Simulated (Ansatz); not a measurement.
# BFH₆Si (built from SMILES BF.[SiH4]): search for a transition state

Is there a first-order saddle for this four-centre ligand exchange, which should form B1–Si6, F2–H5 and break B1–F2, H5–Si6, and which two structures does it connect?

The runs use Ansatz 0.2.0, Gaussian basis; PBE0-D4, def2-SVP first, then def2-TZVP.

152 further runs of the same task are left out: 152 set aside as unsound or not needed.

## Step 1: Starting geometry

The guess: 9 atoms, charge 0, spin multiplicity 1.

Atoms are counted from 1 here; the program's logs count them from 0.

Bond lengths: B1–H3 1.177 Å, B1–H4 1.177 Å, B1–H5 1.307 Å, B1–Si6 2.049 Å, F2–H5 1.135 Å, Si6–H7 1.473 Å, Si6–H8 1.473 Å, Si6–H9 1.465 Å. Angles: H3–B1–H4 116.3°, H3–B1–H5 118.3°, H3–B1–Si6 113.7°, H4–B1–H5 118.3°, H4–B1–Si6 113.7°, H5–B1–Si6 66.6°, B1–H5–F2 90.2°, B1–Si6–H7 117.4°, B1–Si6–H8 117.5°, B1–Si6–H9 105.1°, H7–Si6–H8 104.5°, H7–Si6–H9 105.6°, H8–Si6–H9 105.6°.

Coordinates:

```xyz
9
BFH6Si
B    -0.12330   -0.23830   -0.98360
F    -1.54110   -1.21100   -0.75770
H     0.62970   -1.01080   -1.45350
H    -0.51900    0.60600   -1.70120
H    -0.90080   -0.64220   -0.01330
Si    0.44850    0.45030    0.85980
H     0.86350   -0.54970    1.85810
H    -0.49240    1.32290    1.58280
H     1.63490    1.27270    0.60860
```

Distances that are to change: B1–Si6 2.05 Å, F2–H5 1.13 Å, B1–F2 1.73 Å, H5–Si6 1.94 Å.

## Step 2: Constrained relaxation of the guess

Input file hold/in.yaml:

```yaml
crystal:
  periodic: [false, false, false]
  atoms:
    - {symbol: B, position_ang: [-0.123300, -0.238300, -0.983600]}
    - {symbol: F, position_ang: [-1.541100, -1.211000, -0.757700]}
    - {symbol: H, position_ang: [0.629700, -1.010800, -1.453500]}
    - {symbol: H, position_ang: [-0.519000, 0.606000, -1.701200]}
    - {symbol: H, position_ang: [-0.900800, -0.642200, -0.013300]}
    - {symbol: Si, position_ang: [0.448500, 0.450300, 0.859800]}
    - {symbol: H, position_ang: [0.863500, -0.549700, 1.858100]}
    - {symbol: H, position_ang: [-0.492400, 1.322900, 1.582800]}
    - {symbol: H, position_ang: [1.634900, 1.272700, 0.608600]}
basis:
  gaussian: {orbitals: def2-SVP}
hamiltonian: {xc: pbe0, dispersion: d4}
relax: {f_tol: 0.04, max_steps: 150, escape_saddle: false, constraints: [{distance: [0, 5]}, {distance: [1, 4]}, {distance: [0, 1]}, {distance: [4, 5]}]}
```

Command:

```bash
ansatz run in.yaml --threads 2 --pin off --events-out ev --progress --plain --max-ram 4352MiB
```

Further steps of the session: Force constants to start from; Saddle search in the small basis; Saddle search in triple zeta; Vibrations at the point found; Relaxing after a step of 0.30 Å one way along the mode; Relaxing after a step of 0.30 Å the other way along the mode.

**Question.** What will these runs give? Wanted: imaginary mode; barrier from the start side; barrier from the end side; energy of the step; pairs that change; zero-point energy at the saddle.

The runs gave:

| quantity | value |
| --- | --- |
| imaginary mode | 1016i cm⁻¹ |
| barrier from the start side | 2.002 eV |
| barrier from the end side | 0.499 eV |
| energy of the step | +1.502 eV |
| pairs that change | B1–Si6 formed, F2–H5 formed, B1–F2 broken, H5–Si6 broken |
| zero-point energy at the saddle | 1.476 eV |

In words: The point has a single imaginary mode (1016i cm⁻¹), as a transition state must. Going downhill both ways gives the intended start and end. At PBE0-D4/def2-TZVP the electronic barrier is 2.002 eV, about 78 kT at 298 K, and the step runs 1.502 eV uphill. With so stiff a mode tunnelling counts: Wigner's rough correction is a factor of 2.0 at 298 K. A step off the saddle overshot and began above it in energy, so the link to its end is likely but not proven. Lower complexes than these ends may exist.
